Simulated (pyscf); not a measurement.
`[CH3][Ga]([CH3])[OH]` + `[CH3]` [doublet] → `[CH3][CH3]` + `[CH3][Ga][OH]` [doublet] (substitution at C; doublet surface; C–Ga broken, C–C formed). Optimised with ωB97X-D3(BJ)/def2-SVP in PySCF. Energies in kcal/mol from the separated reactants.

```csv
level,barrier,reaction energy
ωB97X-D3(BJ)/def2-TZVP,___,___
B3LYP-D3(BJ)/def2-TZVP,26.2,-20.6
PBE0-D3(BJ)/def2-TZVP,26.9,-20.2
M06-2X/def2-TZVP,29.3,-20.9
ωB97M-D3(BJ)/def2-TZVP,___,-20.4
HF/def2-TZVP,49.7,-13.8
```

Problem. Fill in the missing entries.

Solution. 
- ωB97X-D3(BJ)/def2-TZVP, barrier: 32.9
- ωB97X-D3(BJ)/def2-TZVP, reaction energy: -17.8
- ωB97M-D3(BJ)/def2-TZVP, barrier: 31.5

The functionals in the table span 6.7 kcal/mol in this barrier, from B3LYP-D3(BJ) to ωB97X-D3(BJ)/def2-TZVP. One saddle was located; it need not be the lowest between these sides. The angle at the attacked C is 169°. Elements up to Kr have no core potential and no relativistic terms here.
